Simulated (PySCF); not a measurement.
# Static response to an electric field

Species: C₄H₄FN.
Structure used (GFN2-xTB), in Å, numbered top down from 1:
```
atom  x, y, z in Å
C1    -1.2250    0.1907   -0.3334
C2     0.2590    0.0735   -0.1648
C3     0.9990    1.2795   -0.1735
N4     1.5647    2.2758   -0.1860
C5     0.9186   -1.0739   -0.0103
F6     0.2901   -2.2534    0.0058
H7    -1.6845   -0.7940   -0.3177
H8    -1.4552    0.6815   -1.2783
H9    -1.6452    0.7964    0.4687
H10    1.9874   -1.1713    0.1141
```

Level: B3LYP/def2-SVPD (PySCF), static field, nuclei fixed, core orbitals frozen in the response. The polarisability tensor in these axes (au):

```
x   53.60  2.82  1.60
y    2.82 71.27 -2.21
z    1.60 -2.21 37.09
```

Task: What are the eigenvalues, a third of the trace, and Δα (Δα² = ½Σ(αi − αj)² over the three pairs)?

Result: Principal values 36.76, 53.38 and 71.81 au; mean 53.99 au = 8.00 Å³ = 8.90 × 10⁻⁴⁰ C²·m²/J; Δα = 30.37 au (56 % of the mean).

Task: What is the dipole moment, and where does it point?

Result: (-1.58, -2.31, 0.00) D, 2.80 D in size, pointing from the negative to the positive side. Measured along this direction, the outermost atoms are N4 at the negative end and F6 and H7 at the positive end.

Task: Find the Langevin capture rate constant for O2+ (31.990 u) meeting this molecule (85.033 u), k = 2.342 × 10⁻⁹ cm³/s × √(α in Å³ / reduced mass in u).

Result: The reduced mass is 23.24 u, so k = 1.37 × 10⁻⁹ cm³/s. The formula leaves out the permanent dipole, which adds to the capture rate.

Task: What molar refraction does this α imply?

Result: Lorentz–Lorenz: R = (4π/3)N_A α = 2.5225 cm³/(mol·Å³) × 8.00 Å³ = 20.2 cm³/mol, in the limit of long wavelengths.

Task: Rayleigh depolarisation ratio (linearly polarised light, static tensor)?

Result: ρ = 3Δα²/(45ᾱ² + 4Δα²) = 2766.6/(131151 + 3688.8) = 0.0205.

Geometry: GFN2-xTB; no solvent, vibrations or thermal averaging.
